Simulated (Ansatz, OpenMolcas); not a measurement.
# How methods differ on BCl2 (SMILES Cl[B]Cl)

The species is BCl2 (3 atoms), meant as a doublet with charge 0. SMILES: `Cl[B]Cl`. The coordinates come from a PBE0-D4/def2-TZVP relaxation.

```xyz
3

Cl    0.3715   -1.5256    0.0300
B    -0.4639   -0.0503   -0.2569
Cl    0.0815    1.5111    0.2137
```

Quantity: the energy change with the Cl1–B2 bond stretched from 1.720 to 4.299 Å, in eV. The values are calculated.

```csv
level,kind,program,value (eV),less FCI/STO-3G,CPU time (all runs)
ROHF/STO-3G,Hartree–Fock,OpenMolcas,3.73,+0.29,4.9 s
U-revPBE/STO-3G,GGA,Ansatz,4.19,+0.75,8.9 s
UPBE/STO-3G,GGA,Ansatz,4.42,+0.98,9 s
U-wB97X/STO-3G,range-separated hybrid,Ansatz,4.29,+0.85,49 s
UB2PLYP/STO-3G,double hybrid,Ansatz,4.08,+0.64,9.9 s
UMP2/STO-3G,perturbation theory,Ansatz,3.92,+0.48,3.3 s
"CASSCF(3,3)/STO-3G",multireference,OpenMolcas,3.25,-0.19,3.2 s
UCCSD(T)/STO-3G,coupled cluster or CI,Ansatz,3.44,0.00,4.1 s
FCI/STO-3G,exact in the basis,Ansatz,3.44,0.00,5 s
```

FCI/STO-3G is exact within its basis and frozen core, so for wave-function methods in that basis the difference is their error; functionals converge differently with the basis, so for them it is only a difference. The first shape isn't each level's own minimum. The values span 3.25 to 4.42 eV. Spin contamination of the reference (⟨S²⟩ at least 0.1 too high) touches UMP2/STO-3G, UCCSD(T)/STO-3G. All rows use very small basis sets, so even the best lies far from the true value. Times are those of the runs behind each value, whatever else they computed, on shared processors of several kinds: orders of magnitude only.
